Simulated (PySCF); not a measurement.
## ¹⁷O chemical shifts

- GFN2-xTB geometry
- PBE0/pcSseg-1 with gauge-including orbitals
- code: PySCF 2.14
- one computed conformer, fast rotation and ring inversion assumed for equivalent nuclei, no solvent, relativity neglected

Shieldings were converted by a linear fit to measured shifts: ¹⁷O (scatter 10.7 ppm rms, 12.2 ppm with the 3 outliers that the fit left out vs liquid water, solution or neat liquid). A few per cent of atoms miss by over 2 rms, more outside the fitted compound classes.

(1) Give the ¹⁷O shifts of `O=C1O[SiH2]C=C1[SiH2]F`, `C/C=N\COC=O`, `CCC[Si@H]1O[SiH2]C=C1C`, `CO[Si@H](O)n1ccc(O)c1`.

(2) Match the shifts 666.0, 496.8, 185.5, 146.2, -11.9 ppm to `O=C1C=CC(=O)C=C1`, `C=CC[C@]1(C)C[SiH2]O[SiH2]1`, `C[SiH](C)/C=C\C(=O)C[SiH3]`, `c1cc2occc2o1`, `CS(=O)(=O)c1ccccc1S`.

## Answers

(1) 
```csv
compound,environment,δ (ppm)
[O:1]=[C:2]1[O:3][SiH2:4][CH:5]=[C:6]1[SiH2:7][F:8],O1: carbonyl oxygen,378.5
[O:1]=[C:2]1[O:3][SiH2:4][CH:5]=[C:6]1[SiH2:7][F:8],"O3: oxygen bonded to C, Si, in a 5-membered ring",126.3
[CH3:1]/[CH:2]=[N:3]\[CH2:4][O:5][CH:6]=[O:7],O7: ester carbonyl oxygen,358.1
[CH3:1]/[CH:2]=[N:3]\[CH2:4][O:5][CH:6]=[O:7],O5: ester alkoxy oxygen,177.2
CCC[Si@H]1O[SiH2]C=C1C,"oxygen bonded to 2 Si, in a 5-membered ring",-9.4
[CH3:1][O:2][Si@H:3]([OH:4])[n:5]1[cH:6][cH:7][c:8]([OH:9])[cH:10]1,O9: phenol-type oxygen,35.0
[CH3:1][O:2][Si@H:3]([OH:4])[n:5]1[cH:6][cH:7][c:8]([OH:9])[cH:10]1,"O4: oxygen bonded to Si, H",7.2
[CH3:1][O:2][Si@H:3]([OH:4])[n:5]1[cH:6][cH:7][c:8]([OH:9])[cH:10]1,"O2: oxygen bonded to C, Si",-15.9
```

(2) 666.0: O=C1C=CC(=O)C=C1 (ketone oxygen); 496.8: C[SiH](C)/C=C\C(=O)C[SiH3] (ketone oxygen); 185.5: c1cc2occc2o1 (aromatic ring oxygen); 146.2: CS(=O)(=O)c1ccccc1S (S=O oxygen); -11.9: C=CC[C@]1(C)C[SiH2]O[SiH2]1 (oxygen bonded to 2 Si, in a 5-membered ring).
